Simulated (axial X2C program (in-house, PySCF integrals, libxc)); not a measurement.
Low determinants of BH⁻ at the PBE0 level, scalar-relativistic

Computed with an in-house all-electron X2C program for linear molecules (integrals from PySCF). Spin-free means the one-electron spin-free X2C Hamiltonian. Basis: B dyall-av3z [8s7p3d2f], H dyall-av3z [7s3p2d] (cores contracted in-house); Gaussian nuclei, density fitting, unrestricted open shells. Masses: B 11.009 u, H 1.008 u.

Search at 1.260 Å (vertical energies from the lowest determinant):

| ΔE (eV) | state | electrons beyond evenly filled partner blocks | electrons in σ, π, δ, φ |
| --- | --- | --- | --- |
| 0.00 | M_S = 1/2, Λ = 1 | π+α | 6 1 0 0 |
| 0.58 | M_S = 3/2, Λ = 0 | σα, π+α, π-α | 5 2 0 0 |
| 0.79 | M_S = 1/2, Λ = 0 | σα | 7 0 0 0 |
| 1.53 | M_S = 1/2, Λ = 0 | σβ, π+α, π-α | 5 2 0 0 |
| 1.67 | M_S = 1/2, Λ = 0 | σα, π+α, π-β | 5 2 0 0 |
| 1.67 | M_S = 1/2, Λ = 2 | σα, π+α, π+β | 5 2 0 0 |
| 1.78 | M_S = 3/2, Λ = 1 | 2 × σα, π+α | 6 1 0 0 |

Lowest determinant, M_S = 1/2, Λ = 1 (beyond evenly filled blocks: π+α): Re = 1.258 Å, ωe = 2147.7 cm⁻¹.

The determinant in row 2 of the search, M_S = 3/2, Λ = 0 (beyond evenly filled blocks: σα, π+α, π-α), was followed along the bond at PBE0; measured from the minimum of the lowest determinant it gives:

Te = 0.542 eV (4375 cm⁻¹), Re = 1.202 Å, ωe = 2563.2 cm⁻¹.

Q: Compare the bond of the determinant in row 2 with that of the lowest one.

A: At PBE0 its Re is 0.056 Å shorter and its force constant, which goes as ωe², is 1.42 times that of the lowest determinant. T0 ≈ Te + Δωe/2 = 4375 + (208) = 4583 cm⁻¹.

The search compares states at one distance, so a state with another bond length can lie lower; it is not exhaustive and yields mostly the lowest determinant of each block pattern, so other components and higher states of one pattern are missing. These are energies of single determinants, not of spin-adapted states; PBE0 term energies can be off by some tenths of an eV, and the functional has no current term. For an anion, determinants above electron detachment are held by the basis set. Row 1 has a positive highest level at its minimum. Row 2 has a positive highest level at its minimum.
